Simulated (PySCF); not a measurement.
Molecule: `InChI=1S/C4H8O/c1-5-4-2-3-4/h4H,2-3H2,1H3`.

Geometry (Å), atoms numbered from 1 in this order:
```xyz
13

C     1.962    0.179   -0.165
O     0.815   -0.397   -0.744
C    -0.244   -0.524    0.151
C    -1.627   -0.510   -0.411
C    -1.146    0.651    0.411
H     2.331   -0.429    0.670
H     1.761    1.193    0.199
H     2.718    0.216   -0.947
H    -0.029   -1.190    0.988
H    -1.716   -0.364   -1.475
H    -2.358   -1.183    0.009
H    -1.543    0.787    1.405
H    -0.930    1.570   -0.111
```

Frames of a GFN2-xTB Langevin trajectory at 200 K; GIAO PBE0/pcSseg-1 shieldings in PySCF 2.14, gas phase, non-relativistic; equivalent atoms averaged within each frame.

Referencing at the same level of theory: ¹³C (186.93 ppm), ¹H (31.72 ppm) against TMS; ¹⁷O (336.08 ppm) against H2O. The references are static minima.

Task: How do the shifts (ppm) fluctuate along the trajectory?

Result: 
```csv
time (fs),C1,C3,C4/C5,O2,H6/H7/H8,H9,H10/H13,H11/H12
optimised geometry,60.3,57.4,6.8,35.1,3.44,3.02,0.58,0.35
250,58.3,55.1,7.3,31.1,2.96,2.62,0.77,0.28
425,60.1,60.3,8.4,42.0,3.16,3.29,0.38,1.32
625,59.7,64.0,3.3,52.9,3.45,3.54,0.36,-0.20
800,62.1,66.2,5.8,36.6,4.17,3.83,1.00,0.60
1000,59.0,49.8,8.5,25.2,3.83,2.90,1.01,0.77
mean of frames,59.8,59.1,6.7,37.6,3.51,3.23,0.70,0.56
standard deviation,1.5,6.7,2.2,10.6,0.49,0.48,0.32,0.56
```

5 frames give an uncertainty of the mean of about the standard deviation over 2.2 at best, since frames this close in time may not be independent; classical motion lacks zero-point vibration, and the reference would need the same averaging.
